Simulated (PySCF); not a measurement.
C3H6NPS.
Structure used (GFN2-xTB), in Å, numbered top down from 1:
```xyz
12
C3H6NPS angstrom
C      1.507    0.458   -0.148
P      0.328   -0.814    0.429
S      0.809   -2.656    0.122
C     -1.299   -0.325   -0.329
C     -1.613    1.030    0.008
N     -1.819    2.116    0.299
H      1.707    0.285   -1.207
H      1.111    1.461    0.004
H      2.438    0.336    0.405
H      0.114   -0.430    1.760
H     -1.212   -0.450   -1.414
H     -2.069   -1.009    0.044
```

Computed, not measured: TDDFT CAM-B3LYP/def2-SVPD, vertical, gas phase, core orbitals frozen in the response (PySCF).

Ground-to-excited transition dipoles (e·a0, same axes as the geometry; the sign carries no meaning), for the states with f of 0.002 or more among the lowest 7:

```tsv
state	E (eV)	μx	μy	μz
S1	5.785	0.112	-0.019	-0.142
S2	5.867	-0.270	0.230	-0.097
S3	6.017	-0.162	0.021	-0.083
S4	6.231	-0.498	0.136	0.151
S5	6.298	-0.191	0.196	-0.289
S6	6.458	-0.150	-0.686	0.206
S7	6.668	0.324	0.163	0.264
```

(1) Work out the oscillator strengths.

(2) Which bond between heavy atoms lies closest to the direction of the S6 transition dipole?

(3) What angle do the transition dipoles of S2 and S4 make?

(4) How is the summed strength of these states shared among x, y and z?

Results:

(1) f = (2/3) ΔE |μ|² with ΔE in hartree (27.2114 eV).

```
state  |μ|² (au)  |μ| (D)      f
   S1      0.033     0.46  0.005
   S2      0.135     0.93  0.019
   S3      0.033     0.46  0.005
   S4      0.290     1.37  0.044
   S5      0.158     1.01  0.024
   S6      0.536     1.86  0.085
   S7      0.201     1.14  0.033
```

(2) C1–P2, at 29° from it; next P2–S3 at 37°.

(3) |cos θ| = |μa·μb| / (|μa| |μb|) = 0.76, so θ ≈ 40° (taken between 0 and 90°, since the signs are arbitrary).

(4) (2/3) Σ ΔE μα² gives 0.080 for x, 0.095 for y and 0.040 for z, 0.215 in all.

On Arm Neoverse N1, one thread, no GPU, shared host with 64 logical CPUs at a one-minute load of 27, this took 46 s wall (with the writing of density and orbital grids) and 0.76 GiB of memory at its peak.

One conformer stands for the species.
